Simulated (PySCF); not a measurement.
An unknown shows these calculated signals:

¹H NMR (300 MHz, computed): δ 6.17 (m, 2H), 4.92 (m, 4H).

¹³C{¹H} NMR (computed): δ 138.6 (CH), 82.4 (CH2).

- σ from GIAO-PBE0/pcSseg-2
- PBE0-D3(BJ)/def2-TZVP geometry
- run in PySCF 2.14.0 with density-fitted response routines
- in vacuum, single conformer, non-relativistic Hamiltonian, one averaged value for each set of equivalent atoms

Scale: ¹H (σ = 31.52 ppm) and ¹³C (σ = 186.03 ppm) vs TMS (reference shieldings calculated alike).

Problem. Which of these does the molecule contain: an OH group, a non-aromatic C=C double bond, an S-methyl group, an N-methyl group?

Solution. 
- An OH group: no.
- A non-aromatic C=C double bond: yes.
- An S-methyl group: no.
- An N-methyl group: no.

The data belong to `C1=CCOC1`, C4H6O; they needn't prove each group on their own.

Carbon signals by region: 1 in the sp2 and nitrile region (100–160 ppm), 1 at 50–100 ppm.

Shifts are as computed. Against solution values, carbons near 30 ppm lie about +3 ppm off and those near 130 ppm about +9 ppm. Of 1211 compounds with measured shifts, 218 miss one by over three times the rms of a fit or turn the order of signals round; such compounds aren't used in these exercises. No couplings were computed; multiplicities are counted from neighbouring protons, with m where these are inequivalent, close in shift, in a saturated or five-membered ring or joined by F or P, and br s for small geminal =CH2 splittings.
